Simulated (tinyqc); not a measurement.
Worked calculation (part 1 of 2): RHF in the sto-3g basis, for H3O+, spin multiplicity 1. Computed by tinyqc, a small Python program that keeps every step (integrals from PySCF). Settings: charge = 1, multiplicity = 1, basis = sto-3g, energy threshold = 1e-10, iteration cap = 64, orthogonalisation = symmetric, start = Wolfsberg-Helmholz matrix, DIIS depth = 8, method = RHF. Command: `OMP_NUM_THREADS=1 python tinyqc.py 25141 25142 out.jsonl` (the two numbers bound the seeds that draw the settings). One thread of a shared host (Intel(R) Xeon(R) Processor @ 2.60GHz), about 0.08 s of CPU time with the checks. Later iterations appear only in the table of the cycle.

## One-electron integrals

Geometry (angstrom):
```
atom         x         y        z
O      0.00000   0.00000  0.27000
H      1.06600   0.00000  0.00000
H     -0.53300   0.92300  0.00000
H     -0.53300  -0.92300  0.00000
```

Basis sto-3g: exponents (1/bohr^2) and contraction coefficients of normalised primitives:
```
element  l (shell)   exponent  coefficient
O            s (1)  130.70932      0.15433
O            s (1)   23.80886      0.53533
O            s (1)    6.44361      0.44463
O            s (2)    5.03315     -0.09997
O            s (2)    1.16960      0.39951
O            s (2)    0.38039      0.70012
O            p (3)    5.03315      0.15592
O            p (3)    1.16960      0.60768
O            p (3)    0.38039      0.39196
H            s (1)    3.42525      0.15433
H            s (1)    0.62391      0.53533
H            s (1)    0.16886      0.44463
```

Overlap, kinetic and nuclear-attraction integrals over the contracted functions; the nuclear repulsion is the sum of Za Zb / Rab.

nuclear repulsion = 12.4102114 hartree

overlap S:
```
          1O 1s    1O 2s    1O 2px    1O 2py    1O 2pz     2H 1s     3H 1s     4H 1s
1O 1s   1.00000  0.23670   0.00000   0.00000   0.00000   0.03844   0.03845   0.03845
1O 2s   0.23670  1.00000   0.00000   0.00000   0.00000   0.38634   0.38643   0.38643
1O 2px  0.00000  0.00000   1.00000   0.00000   0.00000   0.33035  -0.16523  -0.16523
1O 2py  0.00000  0.00000   0.00000   1.00000   0.00000   0.00000   0.28612  -0.28612
1O 2pz  0.00000  0.00000   0.00000   0.00000   1.00000  -0.08367  -0.08370  -0.08370
2H 1s   0.03844  0.38634   0.33035   0.00000  -0.08367   1.00000   0.15263   0.15263
3H 1s   0.03845  0.38643  -0.16523   0.28612  -0.08370   0.15263   1.00000   0.15270
4H 1s   0.03845  0.38643  -0.16523  -0.28612  -0.08370   0.15263   0.15270   1.00000
```

kinetic energy T (hartree):
```
           1O 1s     1O 2s    1O 2px    1O 2py    1O 2pz     2H 1s     3H 1s     4H 1s
1O 1s   29.00320  -0.16801   0.00000   0.00000   0.00000  -0.00841  -0.00841  -0.00841
1O 2s   -0.16801   0.80813   0.00000   0.00000   0.00000   0.07063   0.07068   0.07068
1O 2px   0.00000   0.00000   2.52873   0.00000   0.00000   0.18114  -0.09063  -0.09063
1O 2py   0.00000   0.00000   0.00000   2.52873   0.00000   0.00000   0.15694  -0.15694
1O 2pz   0.00000   0.00000   0.00000   0.00000   2.52873  -0.04588  -0.04591  -0.04591
2H 1s   -0.00841   0.07063   0.18114   0.00000  -0.04588   0.76003  -0.00740  -0.00740
3H 1s   -0.00841   0.07068  -0.09063   0.15694  -0.04591  -0.00740   0.76003  -0.00739
4H 1s   -0.00841   0.07068  -0.09063  -0.15694  -0.04591  -0.00740  -0.00739   0.76003
```

nuclear attraction V (hartree):
```
            1O 1s      1O 2s     1O 2px     1O 2py     1O 2pz     2H 1s     3H 1s     4H 1s
1O 1s   -62.06224   -7.52483    0.00000    0.00000    0.00867  -1.25082  -1.25128  -1.25128
1O 2s    -7.52483  -10.48820    0.00005    0.00000    0.10590  -3.12362  -3.12450  -3.12450
1O 2px    0.00000    0.00005  -10.45142    0.00000   -0.00001  -2.36070   1.18081   1.18081
1O 2py    0.00000    0.00000    0.00000  -10.45142    0.00000   0.00000  -2.04479   2.04479
1O 2pz    0.00867    0.10590   -0.00001    0.00000  -10.34083   0.62416   0.62439   0.62439
2H 1s    -1.25082   -3.12362   -2.36070    0.00000    0.62416  -5.56921  -0.96328  -0.96328
3H 1s    -1.25128   -3.12450    1.18081   -2.04479    0.62439  -0.96328  -5.56973  -0.96371
4H 1s    -1.25128   -3.12450    1.18081    2.04479    0.62439  -0.96328  -0.96371  -5.56973
```

core Hamiltonian H = T + V (hartree):
```
            1O 1s     1O 2s    1O 2px    1O 2py    1O 2pz     2H 1s     3H 1s     4H 1s
1O 1s   -33.05904  -7.69284   0.00000   0.00000   0.00867  -1.25923  -1.25969  -1.25969
1O 2s    -7.69284  -9.68007   0.00005   0.00000   0.10590  -3.05299  -3.05381  -3.05381
1O 2px    0.00000   0.00005  -7.92269   0.00000  -0.00001  -2.17956   1.09018   1.09018
1O 2py    0.00000   0.00000   0.00000  -7.92269   0.00000   0.00000  -1.88785   1.88785
1O 2pz    0.00867   0.10590  -0.00001   0.00000  -7.81210   0.57828   0.57848   0.57848
2H 1s    -1.25923  -3.05299  -2.17956   0.00000   0.57828  -4.80918  -0.97068  -0.97068
3H 1s    -1.25969  -3.05381   1.09018  -1.88785   0.57848  -0.97068  -4.80970  -0.97110
4H 1s    -1.25969  -3.05381   1.09018   1.88785   0.57848  -0.97068  -0.97110  -4.80970
```

## Two-electron integrals

Functions are numbered as in S; the eight-fold symmetry (ij|kl) = (ji|kl) = (kl|ij) leaves the list below.

Two-electron integrals (ij|kl) in chemists' order, unique and non-zero (hartree):
```
(11|11) 4.78507    (21|11) 0.74138    (21|21) 0.13687    (22|11) 1.11895
(22|21) 0.25663    (22|22) 0.81721    (31|31) 0.02448    (32|31) 0.03781
(32|32) 0.18052    (33|11) 1.11581    (33|21) 0.25668    (33|22) 0.81702
(33|33) 0.88016    (41|41) 0.02448    (42|41) 0.03781    (42|42) 0.18052
(43|43) 0.04744    (44|11) 1.11581    (44|21) 0.25668    (44|22) 0.81702
(44|33) 0.78527    (44|44) 0.88016    (51|51) 0.02448    (52|51) 0.03781
(52|52) 0.18052    (53|53) 0.04744    (54|54) 0.04744    (55|11) 1.11581
(55|21) 0.25668    (55|22) 0.81702    (55|33) 0.78527    (55|44) 0.78527
(55|55) 0.88016    (61|11) 0.12188    (61|21) 0.02233    (61|22) 0.04165
(61|31) 0.00099    (61|32) 0.00187    (61|33) 0.04180    (61|44) 0.04156
(61|51) -0.00025   (61|52) -0.00047   (61|53) -0.00006   (61|55) 0.04158
(61|61) 0.00369    (62|11) 0.31353    (62|21) 0.07288    (62|22) 0.25904
(62|31) 0.00531    (62|32) 0.04157    (62|33) 0.26704    (62|44) 0.25450
(62|51) -0.00135   (62|52) -0.01053   (62|53) -0.00318   (62|55) 0.25531
(62|61) 0.01214    (62|62) 0.10393    (63|11) 0.22590    (63|21) 0.05317
(63|22) 0.20173    (63|31) 0.01080    (63|32) 0.07438    (63|33) 0.21897
(63|44) 0.19270    (63|51) -0.00086   (63|52) -0.00771   (63|53) -0.00450
(63|55) 0.19330    (63|61) 0.00922    (63|62) 0.09836    (63|63) 0.10638
(64|41) 0.00742    (64|42) 0.04393    (64|43) 0.00851    (64|54) -0.00215
(64|64) 0.01437    (65|11) -0.05722   (65|21) -0.01347   (65|22) -0.05110
(65|31) -0.00086   (65|32) -0.00771   (65|33) -0.05115   (65|44) -0.04881
(65|51) 0.00763    (65|52) 0.04589    (65|53) 0.00910    (65|55) -0.05327
(65|61) -0.00234   (65|62) -0.02491   (65|63) -0.02330   (65|65) 0.02028
(66|11) 0.47085    (66|21) 0.11122    (66|22) 0.45477    (66|31) 0.00999
(66|32) 0.10934    (66|33) 0.48683    (66|44) 0.43685    (66|51) -0.00253
(66|52) -0.02769   (66|53) -0.01266   (66|55) 0.44006    (66|61) 0.01866
(66|62) 0.23557    (66|63) 0.25440    (66|65) -0.06444   (66|66) 0.77461
(71|11) 0.12193    (71|21) 0.02234    (71|22) 0.04166    (71|31) -0.00050
(71|32) -0.00094   (71|33) 0.04164    (71|41) 0.00086    (71|42) 0.00162
(71|43) -0.00010   (71|44) 0.04176    (71|51) -0.00025   (71|52) -0.00047
(71|53) 2.99e-05   (71|54) -0.00005   (71|55) 0.04159    (71|61) 0.00363
(71|62) 0.01171    (71|63) 0.00836    (71|64) 0.00031    (71|65) -0.00226
(71|66) 0.01783    (71|71) 0.00369    (72|11) 0.31361    (72|21) 0.07290
(72|22) 0.25910    (72|31) -0.00266   (72|32) -0.02079   (72|33) 0.25771
(72|41) 0.00460    (72|42) 0.03601    (72|43) -0.00543   (72|44) 0.26398
(72|51) -0.00135   (72|52) -0.01053   (72|53) 0.00159    (72|54) -0.00275
(72|55) 0.25538    (72|61) 0.01171    (72|62) 0.08102    (72|63) 0.05875
(72|64) 0.00899    (72|65) -0.01882   (72|66) 0.14652    (72|71) 0.01215
(72|72) 0.10398    (73|11) -0.11299   (73|21) -0.02659   (73|22) -0.10090
(73|31) 0.00826    (73|32) 0.05156    (73|33) -0.10605   (73|41) -0.00146
(73|42) -0.01319   (73|43) 0.00937    (73|44) -0.09986   (73|51) 0.00043
(73|52) 0.00386    (73|53) -0.00274   (73|54) 0.00102    (73|55) -0.09668
(73|61) -0.00391   (73|62) -0.02159   (73|63) -0.00542   (73|64) -0.00185
(73|65) 0.00490    (73|66) -0.03004   (73|71) -0.00462   (73|72) -0.04921
(73|73) 0.03740    (74|11) 0.19567    (74|21) 0.04605    (74|22) 0.17474
(74|31) -0.00146   (74|32) -0.01319   (74|33) 0.16892    (74|41) 0.00996
(74|42) 0.06678    (74|43) -0.00773   (74|44) 0.18766    (74|51) -0.00074
(74|52) -0.00668   (74|53) 0.00102    (74|54) -0.00391   (74|55) 0.16743
(74|61) 0.00740    (74|62) 0.05537    (74|63) 0.03988    (74|64) 0.01654
(74|65) -0.01265   (74|66) 0.10167    (74|71) 0.00799    (74|72) 0.08521
(74|73) -0.03986   (74|74) 0.08341    (75|11) -0.05724   (75|21) -0.01347
(75|22) -0.05111   (75|31) 0.00043    (75|32) 0.00386    (75|33) -0.04941
(75|41) -0.00074   (75|42) -0.00668   (75|43) 0.00102    (75|44) -0.05058
(75|51) 0.00764    (75|52) 0.04590    (75|53) -0.00455   (75|54) 0.00788
(75|55) -0.05329   (75|61) -0.00226   (75|62) -0.01883   (75|63) -0.01341
(75|64) -0.00208   (75|65) 0.01504    (75|66) -0.03701   (75|71) -0.00234
(75|72) -0.02493   (75|73) 0.01166    (75|74) -0.02019   (75|75) 0.02029
(76|11) 0.09196    (76|21) 0.02156    (76|22) 0.08274    (76|31) 0.00063
(76|32) 0.00578    (76|33) 0.08305    (76|41) 0.00109    (76|42) 0.01001
(76|43) 0.00032    (76|44) 0.08343    (76|51) -0.00064   (76|52) -0.00586
(76|53) -0.00067   (76|54) -0.00116   (76|55) 0.08165    (76|61) 0.00354
(76|62) 0.03216    (76|63) 0.02848    (76|64) 0.00334    (76|65) -0.00868
(76|66) 0.07444    (76|71) 0.00354    (76|72) 0.03216    (76|73) -0.01135
(76|74) 0.02634    (76|75) -0.00868   (76|76) 0.01233    (77|11) 0.47091
(77|21) 0.11124    (77|22) 0.45482    (77|31) -0.00500   (77|32) -0.05468
(77|33) 0.44940    (77|41) 0.00865    (77|42) 0.09470    (77|43) -0.02165
(77|44) 0.47438    (77|51) -0.00253   (77|52) -0.02770   (77|53) 0.00633
(77|54) -0.01096   (77|55) 0.44011    (77|61) 0.01782    (77|62) 0.14650
(77|63) 0.10306    (77|64) 0.02483    (77|65) -0.03700   (77|66) 0.28492
(77|71) 0.01867    (77|72) 0.23564    (77|73) -0.12725   (77|74) 0.22036
(77|75) -0.06446   (77|76) 0.07444    (77|77) 0.77461    (81|11) 0.12193
(81|21) 0.02234    (81|22) 0.04166    (81|31) -0.00050   (81|32) -0.00094
(81|33) 0.04164    (81|41) -0.00086   (81|42) -0.00162   (81|43) 0.00010
(81|44) 0.04176    (81|51) -0.00025   (81|52) -0.00047   (81|53) 2.99e-05
(81|54) 0.00005    (81|55) 0.04159    (81|61) 0.00363    (81|62) 0.01171
(81|63) 0.00836    (81|64) -0.00031   (81|65) -0.00226   (81|66) 0.01783
(81|71) 0.00363    (81|72) 0.01171    (81|73) -0.00446   (81|74) 0.00709
(81|75) -0.00226   (81|76) 0.00344    (81|77) 0.01783    (81|81) 0.00369
(82|11) 0.31361    (82|21) 0.07290    (82|22) 0.25910    (82|31) -0.00266
(82|32) -0.02079   (82|33) 0.25771    (82|41) -0.00460   (82|42) -0.03601
(82|43) 0.00543    (82|44) 0.26398    (82|51) -0.00135   (82|52) -0.01053
(82|53) 0.00159    (82|54) 0.00275    (82|55) 0.25538    (82|61) 0.01171
(82|62) 0.08102    (82|63) 0.05875    (82|64) -0.00899   (82|65) -0.01882
(82|66) 0.14652    (82|71) 0.01171    (82|72) 0.08104    (82|73) -0.03717
(82|74) 0.04639    (82|75) -0.01883   (82|76) 0.02572    (82|77) 0.14654
(82|81) 0.01215    (82|82) 0.10398    (83|11) -0.11299   (83|21) -0.02659
(83|22) -0.10090   (83|31) 0.00826    (83|32) 0.05156    (83|33) -0.10605
(83|41) 0.00146    (83|42) 0.01319    (83|43) -0.00937   (83|44) -0.09986
(83|51) 0.00043    (83|52) 0.00386    (83|53) -0.00274   (83|54) -0.00102
(83|55) -0.09668   (83|61) -0.00391   (83|62) -0.02159   (83|63) -0.00542
(83|64) 0.00185    (83|65) 0.00490    (83|66) -0.03004   (83|71) -0.00446
(83|72) -0.03717   (83|73) 0.02753    (83|74) -0.02087   (83|75) 0.00851
(83|76) -0.00888   (83|77) -0.07306   (83|81) -0.00462   (83|82) -0.04921
(83|83) 0.03740    (84|11) -0.19567   (84|21) -0.04605   (84|22) -0.17474
(84|31) 0.00146    (84|32) 0.01319    (84|33) -0.16892   (84|41) 0.00996
(84|42) 0.06678    (84|43) -0.00773   (84|44) -0.18766   (84|51) 0.00074
(84|52) 0.00668    (84|53) -0.00102   (84|54) -0.00391   (84|55) -0.16743
(84|61) -0.00740   (84|62) -0.05537   (84|63) -0.03988   (84|64) 0.01654
(84|65) 0.01265    (84|66) -0.10167   (84|71) -0.00709   (84|72) -0.04639
(84|73) 0.02087    (84|74) -0.01640   (84|75) 0.01057    (84|76) -0.01538
(84|77) -0.07685   (84|81) -0.00799   (84|82) -0.08521   (84|83) 0.03986
(84|84) 0.08341    (85|11) -0.05724   (85|21) -0.01347   (85|22) -0.05111
(85|31) 0.00043    (85|32) 0.00386    (85|33) -0.04941   (85|41) 0.00074
(85|42) 0.00668    (85|43) -0.00102   (85|44) -0.05058   (85|51) 0.00764
(85|52) 0.04590    (85|53) -0.00455   (85|54) -0.00788   (85|55) -0.05329
(85|61) -0.00226   (85|62) -0.01883   (85|63) -0.01341   (85|64) 0.00208
(85|65) 0.01504    (85|66) -0.03701   (85|71) -0.00226   (85|72) -0.01883
(85|73) 0.00851    (85|74) -0.01057   (85|75) 0.01504    (85|76) -0.00671
(85|77) -0.03701   (85|81) -0.00234   (85|82) -0.02493   (85|83) 0.01166
(85|84) 0.02019    (85|85) 0.02029    (86|11) 0.09196    (86|21) 0.02156
(86|22) 0.08274    (86|31) 0.00063    (86|32) 0.00578    (86|33) 0.08305
(86|41) -0.00109   (86|42) -0.01001   (86|43) -0.00032   (86|44) 0.08343
(86|51) -0.00064   (86|52) -0.00586   (86|53) -0.00067   (86|54) 0.00116
(86|55) 0.08165    (86|61) 0.00354    (86|62) 0.03216    (86|63) 0.02848
(86|64) -0.00334   (86|65) -0.00868   (86|66) 0.07444    (86|71) 0.00344
(86|72) 0.02572    (86|73) -0.00888   (86|74) 0.01538    (86|75) -0.00671
(86|76) 0.00995    (86|77) 0.04802    (86|81) 0.00354    (86|82) 0.03216
(86|83) -0.01135   (86|84) -0.02634   (86|85) -0.00868   (86|86) 0.01233
(87|11) 0.09200    (87|21) 0.02157    (87|22) 0.08277    (87|31) -0.00125
(87|32) -0.01157   (87|33) 0.08365    (87|44) 0.08290    (87|51) -0.00064
(87|52) -0.00586   (87|53) 0.00134    (87|55) 0.08168    (87|61) 0.00344
(87|62) 0.02573    (87|63) 0.01777    (87|65) -0.00671   (87|66) 0.04804
(87|71) 0.00355    (87|72) 0.03218    (87|73) -0.01715   (87|74) 0.02300
(87|75) -0.00869   (87|76) 0.00996    (87|77) 0.07448    (87|81) 0.00355
(87|82) 0.03218    (87|83) -0.01715   (87|84) -0.02300   (87|85) -0.00869
(87|86) 0.00996    (87|87) 0.01234    (88|11) 0.47091    (88|21) 0.11124
(88|22) 0.45482    (88|31) -0.00500   (88|32) -0.05468   (88|33) 0.44940
(88|41) -0.00865   (88|42) -0.09470   (88|43) 0.02165    (88|44) 0.47438
(88|51) -0.00253   (88|52) -0.02770   (88|53) 0.00633    (88|54) 0.01096
(88|55) 0.44011    (88|61) 0.01782    (88|62) 0.14650    (88|63) 0.10306
(88|64) -0.02483   (88|65) -0.03700   (88|66) 0.28492    (88|71) 0.01783
(88|72) 0.14654    (88|73) -0.07306   (88|74) 0.07685    (88|75) -0.03701
(88|76) 0.04802    (88|77) 0.28496    (88|81) 0.01867    (88|82) 0.23564
(88|83) -0.12725   (88|84) -0.22036   (88|85) -0.06446   (88|86) 0.07444
(88|87) 0.07448    (88|88) 0.77461
```

## Orthogonalisation

S = U s U^T; symmetric (Loewdin) form X = U s^(-1/2) U^T, so that X^T S X = 1.

eigenvalues of S: 0.41618  0.51187  0.51192  0.94792  1.04312  1.33543  1.33546  1.89809

X:
```
           1O 1s     1O 2s    1O 2px    1O 2py    1O 2pz     2H 1s     3H 1s     4H 1s
1O 1s    1.02438  -0.14296   0.00000   0.00000   0.00427   0.01811   0.01812   0.01812
1O 2s   -0.14296   1.21678  -0.00004   0.00000  -0.04125  -0.21274  -0.21282  -0.21282
1O 2px   0.00000  -0.00004   1.08217   0.00000   0.00001  -0.21353   0.10680   0.10680
1O 2py   0.00000   0.00000   0.00000   1.08218   0.00000   0.00000  -0.18496   0.18496
1O 2pz   0.00427  -0.04125   0.00001   0.00000   1.00873   0.04520   0.04522   0.04522
2H 1s    0.01811  -0.21274  -0.21353   0.00000   0.04520   1.13127  -0.04952  -0.04952
3H 1s    0.01812  -0.21282   0.10680  -0.18496   0.04522  -0.04952   1.13134  -0.04955
4H 1s    0.01812  -0.21282   0.10680   0.18496   0.04522  -0.04952  -0.04955   1.13134
```

## Starting guess

The start is the generalised Wolfsberg-Helmholz matrix (K = 1.75) built on H; D = 2 C_occ C_occ^T.

D at the start:
```
           1O 1s     1O 2s    1O 2px    1O 2py    1O 2pz     2H 1s     3H 1s     4H 1s
1O 1s    2.05338  -0.22359  -0.00003   0.00000  -0.05066  -0.11624  -0.11627  -0.11627
1O 2s   -0.22359   1.07511   0.00012   0.00000   0.18089   0.29311   0.29317   0.29317
1O 2px  -0.00003   0.00012   1.47468   0.00000  -0.00003   0.39460  -0.19729  -0.19729
1O 2py   0.00000   0.00000   0.00000   1.47462   0.00000   0.00000   0.34176  -0.34176
1O 2pz  -0.05066   0.18089  -0.00003   0.00000   1.96936  -0.03985  -0.03987  -0.03987
2H 1s   -0.11624   0.29311   0.39460   0.00000  -0.03985   0.19114   0.03279   0.03279
3H 1s   -0.11627   0.29317  -0.19729   0.34176  -0.03987   0.03279   0.19122   0.03280
4H 1s   -0.11627   0.29317  -0.19729  -0.34176  -0.03987   0.03279   0.03280   0.19122
```

## Iteration 1: building the Fock matrix

J_ij = sum D_kl (ij|kl), K_ij = sum D_kl (ik|jl); F = H + J - 0.5 K; E = tr D H + tr D J / 2 - 0.25 tr D K + E_nn.

Coulomb J (hartree):
```
           1O 1s     1O 2s    1O 2px    1O 2py    1O 2pz     2H 1s     3H 1s     4H 1s
1O 1s   17.48869   3.30939   0.00000   0.00000   0.00357   0.54014   0.54033   0.54033
1O 2s    3.30939   8.27383  -0.00001   0.00000  -0.00300   2.58789   2.58859   2.58859
1O 2px   0.00000  -0.00001   8.26756   0.00000   0.00000   2.00224  -1.00149  -1.00149
1O 2py   0.00000   0.00000   0.00000   8.26757   0.00000   0.00000   1.73428  -1.73428
1O 2pz   0.00357  -0.00300   0.00000   0.00000   8.26325  -0.50958  -0.50977  -0.50977
2H 1s    0.54014   2.58789   2.00224   0.00000  -0.50958   4.56678   0.82338   0.82338
3H 1s    0.54033   2.58859  -1.00149   1.73428  -0.50977   0.82338   4.56730   0.82374
4H 1s    0.54033   2.58859  -1.00149  -1.73428  -0.50977   0.82338   0.82374   4.56730
```

exchange K (hartree):
```
           1O 1s    1O 2s    1O 2px    1O 2py    1O 2pz     2H 1s     3H 1s     4H 1s
1O 1s    9.72108  1.70500   0.00000   0.00000  -0.00547   0.28590   0.28601   0.28601
1O 2s    1.70500  2.51417   0.00002   0.00000   0.04957   0.93513   0.93536   0.93536
1O 2px   0.00000  0.00002   2.09235   0.00000   0.00000   0.69388  -0.34703  -0.34703
1O 2py   0.00000  0.00000   0.00000   2.09234   0.00000   0.00000   0.60099  -0.60099
1O 2pz  -0.00547  0.04957   0.00000   0.00000   2.22500  -0.15880  -0.15886  -0.15886
2H 1s    0.28590  0.93513   0.69388   0.00000  -0.15880   0.84554   0.28267   0.28267
3H 1s    0.28601  0.93536  -0.34703   0.60099  -0.15886   0.28267   0.84585   0.28279
4H 1s    0.28601  0.93536  -0.34703  -0.60099  -0.15886   0.28267   0.28279   0.84585
```

Fock matrix F (hartree):
```
            1O 1s     1O 2s    1O 2px    1O 2py    1O 2pz     2H 1s     3H 1s     4H 1s
1O 1s   -20.43089  -5.23595   0.00001   0.00000   0.01498  -0.86205  -0.86236  -0.86236
1O 2s    -5.23595  -2.66332   0.00004   0.00000   0.07813  -0.93266  -0.93291  -0.93291
1O 2px    0.00001   0.00004  -0.70130   0.00000  -0.00001  -0.52425   0.26221   0.26221
1O 2py    0.00000   0.00000   0.00000  -0.70130   0.00000   0.00000  -0.45407   0.45407
1O 2pz    0.01498   0.07813  -0.00001   0.00000  -0.66135   0.14810   0.14814   0.14814
2H 1s    -0.86205  -0.93266  -0.52425   0.00000   0.14810  -0.66517  -0.28864  -0.28864
3H 1s    -0.86236  -0.93291   0.26221  -0.45407   0.14814  -0.28864  -0.66533  -0.28876
4H 1s    -0.86236  -0.93291   0.26221   0.45407   0.14814  -0.28864  -0.28876  -0.66533
```

total energy of this density = -75.0288962 hartree
